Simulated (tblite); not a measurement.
Species: PO₄ (charge -3).
SMILES: `O=P([O-])([O-])[O-]`

Level: GFN2-xTB in tblite, geometry and Hessian alike; calculated harmonic values, unscaled, isolated species. This tight-binding method is rough: wavenumbers can miss measured ones by several per cent, in bad cases by 10 to 20. Multiply charged ions are computed bare, without counter-ions or solvent.

Harmonic wavenumbers (cm⁻¹): 384.6, 384.7, 513.4, 513.4, 513.5, 795.7, 899.2, 899.4, 899.5.

A = 4719, B = 4719, C = 4719 MHz; mass 94.953 u (most abundant isotopes); point group Td, symmetry number 12.

Question: Zero-point energy?

Answer: ½Σν̃ = 2902 cm⁻¹ = 8.30 kcal/mol.

Question: What is S at 298.15 K and 1 bar for an ideal gas of classical rigid rotors and harmonic oscillators?

Answer: Translation 39.59, rotation 20.59, vibration 4.55: S = 64.7 cal/(mol K).

Question: And Cp and H(298.15 K) − H(0)?

Answer: Cp = 16.78 cal/(mol K), of which vibrations give 8.83 (their classical limit is 9 R = 17.9); H(298.15 K) − H(0) = 3.33 kcal/mol without the zero-point energy, 0.96 from vibrations.

Question: How do the functions run with temperature in this model?

Answer: 
```tsv
T (K)	S (cal/(mol K))	Cp (cal/(mol K))	H − H(0) (kcal/mol)	G − H(0) (kcal/mol)	ln q(vib)
150	55.5	10.6	1.28	-7.04	0.07
250	61.9	15.0	2.57	-12.92	0.42
400	70.1	19.6	5.19	-22.84	1.27
600	78.7	22.5	9.44	-37.75	2.58
900	88.2	24.2	16.49	-62.85	4.44
```

q(vib) and H(0) count from the zero-point level.

Question: What must be added to the electronic energy to get the Gibbs energy at 298.15 K and 1 bar?

Answer: ZPE + [H(298.15 K) − H(0)] − T·S = 8.30 + 3.33 − 19.30 = -7.67 kcal/mol.
